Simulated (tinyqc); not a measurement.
UKS/BLYP in the sto-6g basis, for BH, spin multiplicity 3, step by step. One step of it, computed by the program tinyqc.

Problem. Iteration 1: diagonalisation and new density. Diagonalise F' = X^T F X, C = X C', fill 4 alpha and 2 beta electrons from the bottom; D(s) = C_occ C_occ^T. Each column has its largest component positive (the first on a tie).

F(alpha) (hartree), lower triangle:
```
,1B 1s,1B 2s,1B 2px,1B 2py,1B 2pz,2H 1s
1B 1s,-5.837562
1B 2s,-1.723685,-0.538249
1B 2px,0.000000,0.000000,0.237432
1B 2py,0.000000,0.000000,0.008634,0.233691
1B 2pz,0.010732,-0.014501,0.000000,0.000000,0.169487
2H 1s,-0.184625,-0.203822,0.000000,0.000000,-0.170907,-0.288382
```

F(beta) (hartree), lower triangle:
```
,1B 1s,1B 2s,1B 2px,1B 2py,1B 2pz,2H 1s
1B 1s,-5.817198
1B 2s,-1.707529,-0.435573
1B 2px,0.000000,0.000000,0.318839
1B 2py,0.000000,0.000000,-0.025623,0.329755
1B 2pz,0.003134,-0.085427,0.000000,0.000000,0.299156
2H 1s,-0.183398,-0.195071,0.000000,0.000000,-0.167747,-0.304795
```

X, lower triangle:
```
,1B 1s,1B 2s,1B 2px,1B 2py,1B 2pz,2H 1s
1B 1s,1.028567
1B 2s,-0.144087,1.069066
1B 2px,0.000000,0.000000,1.000000
1B 2py,0.000000,0.000000,0.000000,1.000000
1B 2pz,-0.006116,0.046254,0.000000,0.000000,1.051782
2H 1s,0.019606,-0.175339,0.000000,0.000000,-0.197293,1.091275
```

Give: F' = X^T F X; orbital energies; coefficients C; F' = X^T F X; orbital energies; coefficients C; D(alpha) after iteration 1; D(beta) after iteration 1.

Solution.

F' = X^T F X (alpha) (hartree), lower triangle:
```
,1,2,3,4,5,6
1,-5.6826
2,-0.9574,-0.1456
3,0.0000,0.0000,0.2374
4,0.0000,0.0000,0.0086,0.2337
5,-0.0016,0.0436,0.0000,0.0000,0.2485
6,0.0031,-0.1341,0.0000,0.0000,-0.1866,-0.2012
```

orbital energies (alpha) (hartree): MO1 -5.8436, MO2 -0.3075, MO3 0.0302, MO4 0.2267, MO5 0.2444, MO6 0.3400

coefficients C (alpha):
```
,MO1,MO2,MO3,MO4,MO5,MO6
1B 1s,0.9905,-0.0911,-0.2840,0.0000,0.0000,-0.0953
1B 2s,0.0345,0.2143,0.9955,0.0000,0.0000,0.3981
1B 2px,0.0000,0.0000,0.0000,-0.6278,0.7784,0.0000
1B 2py,0.0000,0.0000,0.0000,0.7784,0.6278,0.0000
1B 2pz,0.0001,0.1286,-0.3013,0.0000,0.0000,1.0198
2H 1s,-0.0059,0.8702,-0.3280,0.0000,0.0000,-0.6293
```

F' = X^T F X (beta) (hartree), lower triangle:
```
,1,2,3,4,5,6
1,-5.6638
2,-0.9573,-0.0432
3,0.0000,0.0000,0.3188
4,0.0000,0.0000,-0.0256,0.3298
5,0.0002,-0.0270,0.0000,0.0000,0.3833
6,0.0023,-0.1248,0.0000,0.0000,-0.1927,-0.2221
```

orbital energies (beta) (hartree): MO1 -5.8224, MO2 -0.3151, MO3 0.1521, MO4 0.2981, MO5 0.3505, MO6 0.4397

coefficients C (beta):
```
,MO1,MO2,MO3,MO4,MO5,MO6
1B 1s,0.9912,-0.0740,-0.3012,0.0000,0.0000,-0.0204
1B 2s,0.0321,0.1535,1.0752,0.0000,0.0000,0.1260
1B 2px,0.0000,0.0000,0.0000,0.7773,-0.6292,0.0000
1B 2py,0.0000,0.0000,0.0000,0.6292,0.7773,0.0000
1B 2pz,0.0017,0.1101,-0.0164,0.0000,0.0000,1.0653
2H 1s,-0.0059,0.9047,-0.4333,0.0000,0.0000,-0.5048
```

D(alpha) after iteration 1, lower triangle:
```
,1B 1s,1B 2s,1B 2px,1B 2py,1B 2pz,2H 1s
1B 1s,1.0700
1B 2s,-0.2680,1.0381
1B 2px,0.0000,0.0000,0.3941
1B 2py,0.0000,0.0000,-0.4887,0.6059
1B 2pz,0.0740,-0.2724,0.0000,0.0000,0.1073
2H 1s,0.0080,-0.1402,0.0000,0.0000,0.2107,0.8649
```

D(beta) after iteration 1, lower triangle:
```
,1B 1s,1B 2s,1B 2px,1B 2py,1B 2pz,2H 1s
1B 1s,0.9880
1B 2s,0.0205,0.0246
1B 2px,0.0000,0.0000,0.0000
1B 2py,0.0000,0.0000,0.0000,0.0000
1B 2pz,-0.0065,0.0170,0.0000,0.0000,0.0121
2H 1s,-0.0728,0.1387,0.0000,0.0000,0.0996,0.8184
```
